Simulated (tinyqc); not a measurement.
Worked calculation: geometry optimisation on the UHF/sto-3g surface (energies and gradients from PySCF), for CH2, spin multiplicity 3. Computed by tinyqc, a small Python program that keeps every step (integrals from PySCF). Settings: charge = 0, multiplicity = 3, basis = sto-3g, optimiser = bfgs, first Hessian = 0.6, largest step = 0.5, iteration cap = 30. Command: `OMP_NUM_THREADS=1 python tinyqc.py 30585 30586 out.jsonl` (the two numbers bound the seeds that draw the settings). One thread of a shared host (Intel(R) Xeon(R) Processor @ 2.60GHz), about 0.6 s of CPU time with the checks.

## Step 1: energy and gradient

positions at the start (bohr):
```
         x        y       z
1C  0.0019   0.0151  0.0567
2H  0.0189   1.5911  1.0639
3H  0.0038  -1.7593  1.0034
```

Self-consistent energy and analytic gradient at these positions.

energy = -38.426163 hartree

gradient (hartree/bohr):
```
            x          y          z
1C   0.000825   0.077099   0.048603
2H  -0.000918  -0.097037  -0.049278
3H   0.000093   0.019938   0.000675
```

## Step 1: move

Quasi-Newton step p = -H^(-1) g (first H = 0.6 times the unit matrix); steps longer than 0.5 bohr are cut back.

positions after step 1 (bohr):
```
         x        y        z
1C  0.0005  -0.1134  -0.0243
2H  0.0204   1.7529   1.1460
3H  0.0036  -1.7926   1.0023
```

## Step 2: energy and gradient

As before.

energy = -38.427548 hartree

gradient (hartree/bohr):
```
            x          y          z
1C  -0.000686  -0.090269  -0.029180
2H   0.000622   0.045965   0.041822
3H   0.000064   0.044303  -0.012642
```

## Step 2: move

inverse Hessian in use (bohr^2/hartree), lower triangle:
```
         1        2        3        4        5        6        7        8
1   1.6666
2  -0.0036   1.2361
3  -0.0011  -0.1684   1.6255
4   0.0000   0.0034   0.0009   1.6666
5   0.0018   0.2905   0.0534  -0.0013   1.6175
6   0.0016   0.2162   0.0704  -0.0015  -0.1114   1.5662
7   0.0000   0.0001   0.0002   0.0000  -0.0005  -0.0001   1.6667
8   0.0018   0.1401   0.1149  -0.0021  -0.2413  -0.1048   0.0003   1.7679
9  -0.0005  -0.0478  -0.0292   0.0006   0.0580   0.0300  -0.0001  -0.0102

        9
9  1.6659
```

Quasi-Newton step p = -H^(-1) g (the inverse Hessian comes from BFGS updates; coordinates in the order x, y, z of each atom); steps longer than 0.5 bohr are cut back.

positions after step 2 (bohr):
```
         x        y        z
1C  0.0011  -0.0359  -0.0029
2H  0.0200   1.7224   1.1123
3H  0.0035  -1.8395   1.0147
```

## Convergence

Stop when the largest gradient component is below 3e-5 hartree/bohr. The inverse Hessian follows the BFGS update with s = step, y = change of gradient.

Course of the optimisation:
```
step  E (hartree)  largest gradient (hartree/bohr)
1      -38.426163                         9.70e-02
2      -38.427548                         9.03e-02
3      -38.434601                         2.93e-02
4      -38.435621                         1.71e-02
5      -38.435987                         6.69e-03
6      -38.436206                         2.89e-03
7      -38.436232                         9.68e-04
8      -38.436234                         1.53e-04
9      -38.436234                         7.53e-06
```

Final distances (angstrom):
```
pair   distance
2H-1C    1.0821
3H-1C    1.0820
3H-2H    1.9241
```

Converged in 9 steps.
